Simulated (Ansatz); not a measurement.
## Relaxing CdCo2

Theory: DFT PBE, scalar-relativistic, plane waves, PAW in Ansatz 0.2.0. Cutoff 420 eV, Γ-centred k mesh, Gaussian smearing, collinear spin, first started from parallel moments.

The start puts CdCo2 on the cubic Laves (C15) structure type (Fd-3m, No. 227), with Cd in place of Mg, Co in place of Cu, at a guessed volume.

```xyz
6
Lattice="0.0000 3.5384 3.5384 3.5384 0.0000 3.5384 3.5384 3.5384 0.0000" Properties=species:S:1:pos:R:3 pbc="T T T"
Cd    0.0000    0.0000    0.0000
Cd    1.7692    1.7692    1.7692
Co    4.4230    4.4230    4.4230
Co    4.4230    2.6538    2.6538
Co    2.6538    2.6538    4.4230
Co    2.6538    4.4230    2.6538
```

Cell and atoms relax at zero pressure; the relaxation can't lower the symmetry of the start. After a coarse first stage the cell is made exact in the group found at 0.06 Å.

Energies over the elements count from the elements' standard structures at the same level, with no empirical corrections.

(1) Which crystal results?

(2) What are its volume, energy, gap and moment?

Results:

(1) It keeps Fd-3m (No. 227). The result has the cubic Laves (C15) structure. Conventional cell: a = 6.959 Å. Cd is coordinated by 12 Co at 2.89 Å and 4 Cd at 3.01 Å; Co has 6 Co at 2.46 Å and 6 Cd at 2.89 Å.

```xyz
6
Lattice="0.0000 3.4797 3.4797 3.4797 0.0000 3.4797 3.4797 3.4797 0.0000" Properties=species:S:1:pos:R:3 pbc="T T T"
Cd    0.0000    0.0000    0.0000
Cd    1.7399    1.7399    1.7399
Co    4.3496    4.3496    4.3496
Co    4.3496    2.6098    2.6098
Co    2.6098    2.6098    4.3496
Co    2.6098    4.3496    2.6098
```

(2) The volume per atom is 14.04 Å³, the density is 9.08 g/cm³ and the energy over the elements is 0.22 eV/atom. The gap on the 10×10×10 mesh is 0 eV (a metal), the net moment per atom is 1.06 μB and the largest site moment is 1.68 μB.

The final run used a 10×10×10 mesh on its 6-atom cell and 0.10 eV smearing. For metals, differences of a few meV/atom aren't resolved. Symmetry constrained the relaxation, so the result can be a saddle point.

Cost: 3 runs of about 4.1 core-minutes in all, on Arm Neoverse V1 (shared hosts).